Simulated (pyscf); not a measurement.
Hydrogen abstraction: H₃Si–SH (SMILES [SiH3]S) + H• (SMILES [H]) -> H₃Si–S• (SMILES [SiH3][S]) + H₂ (SMILES [H][H])

Gas phase, doublet surface, charge 0. Bonds broken: S1–H3. Bonds formed: H2–H3. Structures and frequencies: ωB97X-D3(BJ)/def2-SVP in PySCF.

Transition state (Å):

```xyz
7

S     -0.9331    -0.1854     0.7933
H     -1.0130    -2.6558    -0.2004
H     -0.9607    -1.5155     0.3282
Si    -1.3138     0.6626    -1.1368
H     -2.6247     0.2114    -1.6829
H     -1.3339     2.1343    -0.9227
H     -0.2436     0.3060    -2.1104
```

One imaginary mode, 929i cm⁻¹; descent along it reached the two sides named.

```tsv
bond	change	reactant side (Å)	saddle	product side
S1–H3	breaks	1.348	1.409	3.0
H2–H3	forms	3.0	1.258	0.761
```

Electronic energies relative to the separated reactants (kcal/mol):

```csv
level,barrier,reaction energy,reverse barrier
ωB97X-D3(BJ)/def2-TZVP,3.5,-14.3,17.8
PBE/def2-TZVP,-0.5,-14.0,13.5
r²SCAN/def2-TZVP,-2.1,-16.4,14.3
B3LYP-D3(BJ)/def2-TZVP,-1.1,-18.3,17.3
PBE0-D3(BJ)/def2-TZVP,0.8,-13.3,14.1
M06-2X/def2-TZVP,4.1,-15.5,19.6
ωB97M-D3(BJ)/def2-TZVP,3.5,-14.6,18.0
HF/def2-TZVP,10.0,-16.0,26.1
```

With ωB97M-D3(BJ)/def2-TZVP energies and thermal terms (ideal gas, 1 atm, RRHO with modes under 100 cm⁻¹ raised to 100, one conformer, R ln 2 for chiral ones without a mode under 150 cm⁻¹), in kcal/mol:

| T (K) | ΔH‡ | ΔG‡ | ΔH | ΔG |
|---|---|---|---|---|
| 298 | 2.0 | 8.2 | -13.8 | -14.7 |
| 600 | 1.6 | 14.7 | -14.0 | -15.5 |
| 900 | 1.4 | 21.4 | -14.5 | -16.1 |
| 1200 | 1.3 | 28.0 | -15.1 | -16.6 |

At PBE, r²SCAN, B3LYP-D3(BJ) this geometry lies under the reactants; that is no barrier but a single point on another level's saddle; such a level's own saddle, if it has one, lies nearer that side and is low. This saddle turned up in a search for another step; its sides and bond changes are read from the two ends of the descent. This is the saddle that the search found; another between the same sides may lie lower. The angle at the transferred H is 174°.
